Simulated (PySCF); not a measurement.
Compound: C6H11 (charge +1).
Structure used (PBE0-D3(BJ)/def2-SVP), in Å, numbered top down from 1:
```xyz
17
C6H11 angstrom
C      2.1365    0.4113   -0.2701
C      0.7139    0.1482   -0.1259
C     -0.3219    1.1581    0.0645
C     -1.6630    0.4243   -0.0395
C     -1.3131   -0.9881    0.4325
C      0.1080   -1.1771   -0.1071
H      2.3731    1.4384   -0.5748
H      2.6310   -0.3376   -0.9088
H      2.5695    0.2444    0.7407
H     -0.1662    2.0914   -0.5004
H     -0.1315    1.4460    1.1312
H     -2.4544    0.9044    0.5497
H     -1.9929    0.4175   -1.0913
H     -1.2944   -1.0437    1.5333
H     -2.0062   -1.7602    0.0753
H      0.7434   -1.9878    0.2834
H      0.0541   -1.3655   -1.2125
```

Method used: core-valence-separated Tamm–Dancoff BHandHLYP/aug-pcX-1 (pcseg-1 on H) in PySCF, non-relativistic, gas phase, PBE0-D3(BJ)/def2-SVP geometry. No empirical shift is added; at this level the pattern usually sits a few eV under experiment.

The lowest roots of each edge with f over 0.003 (five at most, numbered afresh; weaker and dark ones are left out), with transition dipoles (au) in the frame of the coordinates:

```csv
root,edge,E (eV),f,μx,μy,μz
1,C,280.98,0.0968,0.0157,0.0026,0.1176
2,C,282.40,0.0055,-0.0042,-0.0057,-0.0273
3,C,286.42,0.0203,0.0181,-0.0179,0.0473
4,C,286.43,0.0085,0.0290,0.0105,-0.0161
5,C,286.62,0.0255,-0.0034,0.0238,0.0552
```

Question: Molecules are fixed in this frame and the field points along y. What effective strengths 3 f cos²θ do the roots have (θ between field and μ)?

Answer: root 1 (C2): 0.000, root 2 (C3/C6): 0.001, root 3 (C4 + C5): 0.007, root 4 (C4 + C5): 0.002, root 5 (C6): 0.012. Root 5 is the strongest. Averaged over all orientations cos²θ is 1/3, which gives f back.

One conformer stands for the species.
